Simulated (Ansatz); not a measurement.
# C2H5FS2: a ladder of functionals and wavefunction methods

How much do the methods differ for C2H5FS2? The plan is to run it at one geometry with functionals of several rungs and with coupled cluster. The yardstick is the atomisation energy at the CCSD(T) limit.

Program: Ansatz 0.2.0, Gaussian basis. Level of theory: functionals in def2-TZVPP, the program's frozen cores in correlated methods. These are calculated values, not measurements.

The runs, in order: LDA (SPW92), PBE-D4, revPBE-D4, BLYP-D4, r2SCAN-D4, B97M-V, PBE0-D4, B3LYP-D4, r2SCANh-D4, r2SCAN0-D4, HSE06-D4, BHLYP-D4, CAM-B3LYP-D4, LC-ωPBE, ωB97X-V, ωB97M-V, B2PLYP, PBE-QIDH; CCSD(T)/def2-SVP; CCSD(T)/def2-TZVPP; MP2/def2-QZVPP; extrapolation to the limit; RPA on PBE.

### Step 1. The geometry

The geometry comes from an earlier relaxation with PBE0-D4 in a triple-zeta def2 set; it is a stationary point, not always the lowest conformer.

10 atoms, charge 0, spin multiplicity 1.

Atoms are counted from 1 here; the program's logs count them from 0.

Bond lengths: F1–C2 1.379 Å, C2–S3 1.778 Å, C2–H6 1.093 Å, C2–H7 1.092 Å, S3–C4 1.805 Å, C4–S5 1.805 Å, C4–H8 1.090 Å, C4–H9 1.091 Å, S5–H10 1.343 Å. Angles: F1–C2–S3 112.7°, F1–C2–H6 108.0°, F1–C2–H7 108.8°, S3–C2–H6 109.6°, S3–C2–H7 106.8°, H6–C2–H7 110.8°, C2–S3–C4 99.9°, S3–C4–S5 116.8°, S3–C4–H8 105.8°, S3–C4–H9 109.7°, S5–C4–H8 110.7°, S5–C4–H9 105.7°, H8–C4–H9 107.9°, C4–S5–H10 96.4°.

### Step 2. LDA

This LDA is Slater exchange with PW92 correlation.

in.yaml reads:

```yaml
crystal:
  periodic: [false, false, false]
  atoms:
    - {symbol: F, position_ang: [-1.677025, -0.347129, 1.543428]}
    - {symbol: C, position_ang: [-0.669383, 0.561495, 1.295553]}
    - {symbol: S, position_ang: [0.882912, -0.219816, 0.918702]}
    - {symbol: C, position_ang: [0.520984, -0.846392, -0.734658]}
    - {symbol: S, position_ang: [0.149973, 0.380756, -2.005955]}
    - {symbol: H, position_ang: [-0.978353, 1.188351, 0.455401]}
    - {symbol: H, position_ang: [-0.510763, 1.164687, 2.191690]}
    - {symbol: H, position_ang: [1.383457, -1.448134, -1.019661]}
    - {symbol: H, position_ang: [-0.348165, -1.503966, -0.695719]}
    - {symbol: H, position_ang: [1.329563, 1.019049, -1.945881]}
basis:
  gaussian: {orbitals: def2-TZVPP}
hamiltonian: {xc: lda}
output: {orbitals: {seedname: orbitals}}
```

After this run come: PBE-D4 (GGA); revPBE-D4 (GGA); BLYP-D4 (GGA); r2SCAN-D4 (meta-GGA); B97M-V (meta-GGA); PBE0-D4 (hybrid); B3LYP-D4 (hybrid); r2SCANh-D4 (hybrid); r2SCAN0-D4 (hybrid); HSE06-D4 (hybrid); BHLYP-D4 (hybrid); CAM-B3LYP-D4 (range-separated); LC-ωPBE (range-separated); ωB97X-V (range-separated); ωB97M-V (range-separated); B2PLYP (double hybrid); PBE-QIDH (double hybrid); CCSD(T) in def2-SVP; CCSD(T) in def2-TZVPP; MP2 in def2-QZVPP; RPA on PBE orbitals.

**Question.** What will the summary of the whole plan be? Wanted: atomisation energy, CCSD(T)/CBS; farthest beyond LDA; mean size of error, GGA; mean size of error, meta-GGA; mean size of error, hybrid; mean size of error, range-separated; mean size of error, double hybrid; gap, smallest and largest; T1 diagnostic.

**Answer**, as computed:

| quantity | value |
| --- | --- |
| atomisation energy, CCSD(T)/CBS | 36.148 eV |
| functionals within 0.181 eV (0.5 %) | revPBE-D4, BLYP-D4, B3LYP-D4, r2SCANh-D4, CAM-B3LYP-D4 |
| farthest beyond LDA | BHLYP-D4 (-1.383 eV) |
| mean size of error, GGA | 0.425 eV |
| mean size of error, meta-GGA | 0.188 eV |
| mean size of error, hybrid | 0.436 eV |
| mean size of error, range-separated | 0.173 eV |
| mean size of error, double hybrid | 0.380 eV |
| gap, smallest and largest | 4.67 eV (BLYP-D4), 11.95 eV (LC-ωPBE) |
| T1 diagnostic | 0.0116 |
| triples share of the correlation energy | 4.0 % |

The LDA atomisation energy is off by 6.173 eV (17 %): it overbinds. PBE-D4 misses by +1.093 eV. Double hybrids carry the basis error of their MP2 part in triple zeta, and no dispersion term here, so their miss is partly the set-up's. By mean error the best rung here is range-separated (0.173 eV) and the worst beyond LDA is hybrid (0.436 eV). The gap between the best rungs is small, so their order is not settled. The mean of the hybrids holds BHLYP, with half exact exchange. Misses under about 0.181 eV are within the doubt on the reference itself, which lacks core-valence correlation, relativity and higher excitations. Hartree-Fock recovers 70 % of the binding; the rest is correlation. CCSD(T) in def2-SVP is off by -2.393 eV, more than most functionals: a good method in a small basis is no reference. The gap grows from 4.7 to 12.0 eV across the functionals, mostly with the share of exact exchange.
